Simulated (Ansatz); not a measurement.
# BFH2S: the cost of one run

Program: Ansatz 0.2.0, driven from Python. Level of theory: PBE0+D3(BJ)/def2-SVP. These are calculated values, not measurements.

### 1 The structure

Bond lengths: F1–B2 1.397 Å, B2–S3 1.858 Å, B2–H4 1.156 Å, S3–H5 1.389 Å. Angles: F1–B2–S3 119.0°, F1–B2–H4 123.9°, S3–B2–H4 117.0°, B2–S3–H5 93.5°.

No structure file is read: the coordinates are typed or built in the script.

### 2 Script

bfh2s.py reads:

```python
# -*- coding: utf-8 -*-
'''Binding of a BFH2S dimer at a trial geometry.'''

import logging
import sys

import ansatz as az

logging.basicConfig(stream=sys.stdout, format='%(levelname)s %(message)s')
logger = logging.getLogger('ansatz_job')
logger.setLevel(logging.INFO)

BASIS_SET = 'def2-SVP'
XC = 'pbe0'
DISPERSION = 'd3bj'

FIRST = [
    ('F', (-1.3156, -0.3697, -1.0324)),
    ('B', (-0.3837, -0.4422, 0.0058)),
    ('S', (1.3149, 0.2643, -0.2557)),
    ('H', (-0.5869, -0.9591, 1.0202)),
    ('H', (0.9712, 1.5066, 0.2622)),
]
SECOND = [
    ('F', (-0.1366, -4.8065, -0.9593)),
    ('B', (-1.0506, -3.7571, -1.081)),
    ('S', (-2.7646, -4.1209, -1.6997)),
    ('H', (-0.7961, -2.651, -0.8595)),
    ('H', (-3.28, -4.3005, -0.4223)),
]

def energy(atoms, ghosts=()):
    molecule = az.Crystal.molecule()
    for symbol, xyz in atoms:
        molecule = molecule.atom(symbol, xyz)
    calc = (
        molecule.calculation()
        .basis(gaussian=BASIS_SET)
        .functional(XC, dispersion=DISPERSION)
        .scf(lower_state_search='standard')
    )
    deck = calc.input()
    if ghosts:
        deck = deck.set(az.key.basis.gaussian.ghost_atoms, [{'symbol': s, 'position_ang': list(xyz)} for s, xyz in ghosts])
    return az.Session.from_dict(deck).plan().execute().report['free_energy_ev']


def main():
    # monomers in their own basis and in the basis of the dimer
    both = energy(FIRST + SECOND)
    alone = energy(FIRST) + energy(SECOND)
    ghosted = energy(FIRST, SECOND) + energy(SECOND, FIRST)
    logger.info(f'dimer {both:.6f} eV')
    logger.info(f'interaction, uncorrected   {(both - alone):8.3f} eV')
    logger.info(f'interaction, counterpoise  {(both - ghosted):8.3f} eV')
    logger.info(f'basis-set superposition    {(alone - ghosted):8.3f} eV')


if __name__ == '__main__':
    main()
```

### 3 What the engine is handed

The engine receives this input (first run):

```yaml
crystal:
  periodic: [false, false, false]
  atoms:
    - { symbol: F, position_ang: [-1.3156, -0.3697, -1.0324] }
    - { symbol: B, position_ang: [-0.3837, -0.4422, 0.0058] }
    - { symbol: S, position_ang: [1.3149, 0.2643, -0.2557] }
    - { symbol: H, position_ang: [-0.5869, -0.9591, 1.0202] }
    - { symbol: H, position_ang: [0.9712, 1.5066, 0.2622] }
    - { symbol: F, position_ang: [-0.1366, -4.8065, -0.9593] }
    - { symbol: B, position_ang: [-1.0506, -3.7571, -1.081] }
    - { symbol: S, position_ang: [-2.7646, -4.1209, -1.6997] }
    - { symbol: H, position_ang: [-0.7961, -2.651, -0.8595] }
    - { symbol: H, position_ang: [-3.28, -4.3005, -0.4223] }
basis:
  gaussian:
    orbitals: def2-SVP
hamiltonian:
  xc: pbe0
  dispersion: d3bj
scf:
  lower_state_search: standard
```

### 4 Launch

Started as:

```console
$ python bfh2s.py
```

**Question.** How long does this script take on 1 thread of Arm Neoverse V1, shared host, and how much memory does it need?

About 11 s, with a peak of 0.28 GiB.
